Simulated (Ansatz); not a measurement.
## Ansatz (development build ahead of 0.2.0) run

```yaml
crystal:
  periodic: [false, false, false]
  atoms:
    - { symbol: O, position_ang: [0.0, 0.0, 0.0] }
    - { symbol: O, position_ang: [0.0, 0.0, 2.576] }
basis:
  gaussian: { orbitals: "6-31G" }
total_charge: 1
magnetization:
  spin_polarized: true
  initial_magnetization: 1
hamiltonian:
  xc: pbe0
scf:
  omitted_lower_state_checks: [stability, starts, atomic_configurations, cluster_reference, orbital_swaps, given_window_search, neighbouring_geometries, increment]
output:
  forces: true
```

The input is written out in the form of the current development build from the run's settings.

Results

```json
{"Converged": "yes", "Total energy": "-149.51147 hartree", "Spin squared of the determinant": "2.753"}
```

Forces (eV/Å):
| atom | Fx | Fy | Fz |
| --- | --- | --- | --- |
| O1 | 0.000 | 0.000 | 0.599 |
| O2 | 0.000 | 0.000 | -0.599 |

Caution: charge can spread falsely over distant fragments; the unrestricted determinant is a mixture of spin states.
